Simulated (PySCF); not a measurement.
C3H7O (charge -1).
SMILES with atom numbers: `[CH3:1][CH:2]([CH3:3])[O-:4]` (hydrogens: H5, H6, H7 on C1; H8 on C2; H9, H10, H11 on C3)

The calculation used PBE0-D3(BJ)/def2-SVP geometry optimisation, gas phase (PySCF 2.14.0).

Q: List the bond lengths and angles at this level.

A: 
```csv
bond,length (Å)
"C1–C2, C2–C3",1.564
C2–O4,1.303
C1–H5 and 5 like bonds,1.107
C2–H8,1.168
```

Bonds in one row agree within 0.01 Å and their mean is given. A selection of angles:
```csv
angle,degrees
C2–C1–H5,108.7
C2–C1–H6,114.9
C2–C1–H7,108.2
H5–C1–H6,109.0
H5–C1–H7,107.0
C1–C2–C3,107.4
C1–C2–O4,113.5
C1–C2–H8,102.3
O4–C2–H8,116.5
```

Point group: Cs (every atom within 0.08 Å of its image). No PBE0-D3(BJ)/def2-SVP frequencies stand behind this structure, so it isn't proved a minimum. The geometry's basis has no diffuse functions, a weakness for an anion.

Time: 10 s of wall time; peak memory 0.36 GiB. Hardware: an INTEL XEON PLATINUM 8581C at 2.10 GHz with one thread, no GPU, shared host with 80 logical CPUs at a one-minute load of 9.9. This is the geometry optimisation.
